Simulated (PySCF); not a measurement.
All values below come from PBE-D3(BJ)/def2-TZVP // PBE0-D4/def2-TZVP (PySCF). All species are isolated molecules in the gas phase. Excitations are Tamm–Dancoff values on a coarser integration grid. The basis has no diffuse functions, so Rydberg states are missing or too high.

Reference species (SMILES): `N#N` (neutral, multiplicity 1).

```yaml
T1 excitation (TDA): 7.61 eV
S1 oscillator strength: 0.000
S1–T1 gap (TDA): 1.77 eV
HOMO: -10.21 eV
```

Changed species: `[O+]#[Ge-]`.

Task: What does the change do to the T1 excitation (TDA), S1 oscillator strength, S1–T1 gap (TDA) and HOMO?

Result: the T1 excitation (TDA) drops by 3.80 eV, to 3.81 eV; the S1 oscillator strength stays essentially unchanged; the S1–T1 gap (TDA) decreases by 0.83 eV, to 0.94 eV; the HOMO rises by 3.08 eV, to -7.13 eV.
